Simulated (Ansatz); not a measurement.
# SiHO+ (singlet): the correlation ladder, cc-pVDZ

An exercise on one series of results from a longer session: the logs are not shown, and one member is left open.

The runs use Ansatz 0.2.0, Gaussian basis; cc-pVDZ, core rule «outside noble gas», up to 6 orbitals frozen.

Plan: UHF; CCSD(T) on RHF; BCCD(T) on RHF; CISD; CCSDT(Q) on RHF; CCSDTQ on RHF.

8 further runs of the same task are left out: 4 for a known fault of the program, 4 set aside as unsound or not needed.

**What is computed**

The geometry is a PBE0/def2-TZVP stationary point (not a proven minimum) of the parent state, kept for this charge and spin.

3 atoms, charge 1, spin multiplicity 1.

Atoms are counted from 1 here; the program's logs count them from 0.

Bond lengths: Si1–O2 1.650 Å, O2–H3 0.962 Å. Angles: Si1–O2–H3 118.7°.

The first run:

in.yaml

```yaml
crystal:
  periodic: [false, false, false]
  atoms:
    - {symbol: Si, position_ang: [0.000000, 0.030957, 0.632254]}
    - {symbol: O, position_ang: [0.000000, -0.098798, -1.012863]}
    - {symbol: H, position_ang: [0.000000, 0.705682, -1.539731]}
basis:
  gaussian: {orbitals: cc-pVDZ}
total_charge: 1
magnetization: {spin_polarized: true, initial_magnetization: 0}
hamiltonian: {xc: hf}
output: {orbitals: {seedname: orbitals}}
```

On the command line:

```bash
ansatz run in.yaml --threads 1 --pin off --events-out ev --progress --plain --max-ram 2560MiB --backend cpu
```

Steps of the session up to this table: UHF; CCSD(T) on RHF; BCCD(T) on RHF; CISD; CCSDT(Q) on RHF; CCSDTQ on RHF.

One of the session's tables, all rows but one given; the rest of the session is left out.

It belongs to the step «Misses and costs». 

```
   method  from RCCSDTQ (meV)
      RHF             +7580.3
     RMP2              +693.3
     CISD              +786.9
    RCCSD                   ?
 RCCSD(T)               +38.4
  BCCD(T)               +34.4
   RCCSDT               +22.4
RCCSDT(Q)                -4.5
  RCCSDTQ                   0
```

Q: Estimate the row for RCCSD from the others.

As computed: from RCCSDTQ (meV): +251.9. In the column «from RCCSDTQ (meV)» it lies between RCCSD(T) (+38.4) and RMP2 (+693.3).
